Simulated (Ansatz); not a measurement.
Geometry optimisation, RKS PBE0/def2-mTZVP in Ansatz.

Input:

```yaml
crystal:
  periodic: [false, false, false]
  atoms:
    - { symbol: B, position_ang: [0.0, 0.0, 0.0] }
    - { symbol: O, position_ang: [0.0, 0.0, 1.76] }
    - { symbol: H, position_ang: [-0.9095, -0.2814, 2.0971] }
    - { symbol: H, position_ang: [1.0305, 0.0, -0.595] }
    - { symbol: H, position_ang: [-1.0305, 0.0, -0.595] }
    - { symbol: S, position_ang: [0.0982, 2.076, 0.6906] }
    - { symbol: H, position_ang: [0.6507, 2.1151, 1.9763] }
    - { symbol: H, position_ang: [0.0529, 1.1186, 1.6867] }
basis:
  gaussian: { orbitals: def2-mTZVP }
hamiltonian:
  xc: pbe0
relax:
  f_tol: 0.15
  max_steps: 25
  restrain:
    - { distance: [0, 5], at: 1.89, k: 30.0 }
    - { distance: [7, 1], at: 1.01, k: 30.0 }
    - { distance: [0, 1], at: 2.61, k: 30.0 }
    - { distance: [7, 5], at: 2.6, k: 30.0 }
output:
  orbitals: {}
```

Launched with:

```bash
$ ansatz run input.yaml --threads 2 --pin off --max-ram 3072MiB --backend cpu --events-out ev --progress --plain --runs-dir out
```

Task: Where does it end, and by what steps?

Result: The forces met the threshold. The restraints hold the end off the free minimum. After 12 steps the energy has fallen by 3.597 eV (the restraints' own energy left out); H7 moved furthest, 1.40 Å. Parted: S6–H8 (1.38 → 2.60 Å).

| step | energy less start (eV) | largest force component (eV/Å) | accepted |
| --- | --- | --- | --- |
| 0 | 0.0000 | 5.994 | yes |
| 1 | -1.4105 | 3.164 | yes |
| 2 | -1.7616 | 3.178 | yes |
| 3 | -2.0875 | 3.350 | yes |
| 4 | -2.6584 | 1.436 | yes |
| 5 | -2.9865 | 0.935 | yes |
| 6 | -3.2230 | 1.062 | yes |
| 7 | -3.3992 | 0.978 | yes |
| 8 | -3.5053 | 0.942 | yes |
| 9 | -3.5497 | 1.207 | yes |
| 10 | -3.5607 | 1.534 | yes |
| 11 | -3.5754 | 1.088 | yes |
| 12 | -3.5973 | 0.934 | yes |

```xyz
8
Properties=species:S:1:pos:R:3
B 0.067 0.598 -0.178
O -0.162 -0.368 2.228
H -1.005 -0.838 2.267
H 1.122 0.081 -0.328
H -0.963 0.137 -0.540
S -0.031 2.338 0.454
H 1.274 2.501 0.779
H -0.409 0.579 2.338
```

Run time: 18 s on 2 threads of Arm Neoverse V2 (shared host), peak memory 0.14 GiB.
